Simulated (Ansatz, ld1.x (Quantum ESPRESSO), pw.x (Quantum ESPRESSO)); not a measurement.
# V (Z = 23): one change to the PAW potential, in the atom and in the bcc crystal

vanadium (V), PAW, made with ld1.x (Quantum ESPRESSO) 7.5 (LDA (PW92), scalar-relativistic). Core [Ar], reference 3d3 4s0 4p0 (charge +2). Waves: 4s (bound, empty): rcut 1.80, rcutus 2.40 bohr; 4s channel at 2.65 Ry: rcut 1.80, rcutus 2.40 bohr; 4p (bound, empty): rcut 1.95, rcutus 2.60 bohr; 4p channel at 3.7 Ry: rcut 1.95, rcutus 2.60 bohr; 3d (bound): rcut 1.95, rcutus 2.10 bohr; 3d channel at 1.1 Ry: rcut 1.95, rcutus 2.10 bohr. Local part: all-electron potential smoothed inside 1.85 bohr (lloc = -2). Core correction: Bessel-smoothed model core inside 1.40 bohr. Augmentation charge: BESSEL, radius 1.95 bohr.

Change: waves 3d (bound): rcut 1.95, rcutus 2.26 bohr; 3d channel at 1.1 Ry: rcut 1.95, rcutus 2.26 bohr.

Cutoffs, loose and tight: the cutoffs (Ry, on a coarse ladder) from which the occupation-weighted sum of valence levels, in a spherical-Bessel basis at the reference potential, stays within 10 and 1 mRy of its value at 400 Ry. They do not see the model core or the augmentation charge, which bear on the density cutoff. Test errors are all-electron minus pseudo excitation energies from the reference, over the configurations 3d3 4s2 4p0; 3d3 4s1 4p0; 3d2 4s0 4p0; 3d2 4s2 4p0; 3d3.5 4s1.5 4p0; 3d1 4s0 4p0; 3d4 4s0 4p0 (two spin-polarised tests are not counted in the largest error); variants that change the core or the reference have their own tests.

Crystal test: bcc V in pw.x 7.5, no spin, 16³ k-points, Fermi–Dirac smearing 0.01 Ry, cutoffs set for each file from its atomic test. The reference is all-electron LAPW (Ansatz 0.2.0) with the same functional, mesh and smearing; V0 and B0 come from Birch–Murnaghan fits to the pressures at five volumes. Errors are pseudo minus all-electron; Δ is the rms difference of the E(V) curves that follow from these fits, minima aligned, over ±6 % about the mean V0. Mesh and smearing are coarse, so the numbers serve the comparison and aren't converged zero-temperature values; the lattice is a test structure that the element need not adopt.

All-electron: a0 = 2.929 Å (V0 = 12.57 Å³/atom), B0 = 206.3 GPa.

Q: Does the change bring the crystal closer to the all-electron result?

A: The mean pressure error goes from +2.13 to +5.08 GPa, so the change moves the solid further from the all-electron pressures.

```tsv
quantity	base	changed
outcome (atom)	generated	generated
cutoff, loose (atom)	21 Ry	18 Ry
cutoff, tight (atom)	35 Ry	30 Ry
bound ghosts (atom)	none	none
largest test error (meV) (atom)	test run stopped at test 1 of 9 (negative rho)	test run stopped at test 1 of 9 (negative rho)
cutoffs in pw.x (Ry)	45/360	40/320
a0 (Å)	2.938	2.952
a0 error (%)	+0.31	+0.78
B0 error (%)	+0.9	-1.2
Δ (meV/atom)	5.5	13.3
mean pressure error (GPa)	+2.13	+5.08
```

Base: The largest radius (2.60 bohr) exceeds half the bond length (2.39 bohr), so the spheres overlap, which is one possible source of error among others. Atomic configuration tests: test run stopped at test 1 of 9 (negative rho). Changed file: The largest radius (2.60 bohr) exceeds half the bond length (2.39 bohr), so the spheres overlap, which is one possible source of error among others. This is a poor potential for the solid. Atomic configuration tests: test run stopped at test 1 of 9 (negative rho). The atomic cutoffs weigh occupied waves only.
